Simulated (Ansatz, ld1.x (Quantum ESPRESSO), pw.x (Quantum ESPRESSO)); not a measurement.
From atom to crystal: TM potential for B

* Element: boron (B)
* Generator: ld1.x (Quantum ESPRESSO) 7.5
* Type: norm-conserving Troullier–Martins (Kleinman–Bylander form)
* Functional: LDA (PW92)
* Relativity: scalar-relativistic
* Frozen core: [He]
* Valence charge: 3
* Reference configuration: 2s2 2p1
* Partial waves: 2s (bound): rc 1.50 bohr; 3d channel at 0.1 Ry: rc 3.00 bohr; 2p (bound): rc 3.55 bohr
* Local potential: the p channel
* Core correction: none

Atomic tests: cutoffs needed: 18 Ry and 50 Ry (the cutoffs (Ry, on a coarse ladder) from which the occupation-weighted sum of valence levels, in a spherical-Bessel basis at the reference potential, stays within 10 and 1 mRy of its value at 400 Ry); ghost test: no extra level below or beside the all-electron valence levels (s, d, p, f tested) (spherical-Bessel basis up to 400 Ry, 20 bohr box); configuration tests: 1 of 9 tests not solved or not reliable.

Crystal test: sc B in pw.x 7.5, no spin, 17³ k-points, Fermi–Dirac smearing 0.01 Ry, cutoffs 60/240 Ry. The reference is all-electron LAPW (Ansatz 0.2.0) with the same functional, mesh and smearing; V0 and B0 come from Birch–Murnaghan fits to the pressures at five volumes. Errors are pseudo minus all-electron; Δ is the rms difference of the E(V) curves that follow from these fits, minima aligned, over ±6 % about the mean V0. Mesh and smearing are coarse, so the numbers serve the comparison and aren't converged zero-temperature values; the lattice is a test structure that the element need not adopt.

All-electron: a0 = 1.865 Å (V0 = 6.49 Å³/atom), B0 = 249.7 GPa.

How far does the potential miss the all-electron equation of state?

mean pressure error (GPa): +56.65. The pressure does not cross zero within the volumes sampled, so no fit is given. The largest radius (3.55 bohr) exceeds half the bond length (1.77 bohr), so the spheres overlap, which is one possible source of error among others. This is a poor potential for the solid. Atomic configuration tests: 1 of 9 tests not solved or not reliable.

```
V (Å³/atom)  P all-electron (GPa)  P pseudo (GPa)
      6.193                 12.68           78.76
      6.356                  5.37           65.79
      6.519                 -1.14           54.65
      6.682                 -6.94           45.08
      6.845                -12.11           36.87
```

At the middle volume, how do free energy and pressure move when the wave cutoff is lowered (ecutrho kept at four times it)?

| cutoff (Ry) | shift of F (meV/atom) | shift of P (GPa) |
| --- | --- | --- |
| 27 | +17.7 | -0.01 |
| 36 | +15.9 | -0.11 |
| 48 | +6.0 | -0.44 |

The run at the middle volume (165 k-points, 4 iterations) took about 3.3 s on one core of a shared host (Neoverse-V1, 32 threads, 247 GiB, load 17).
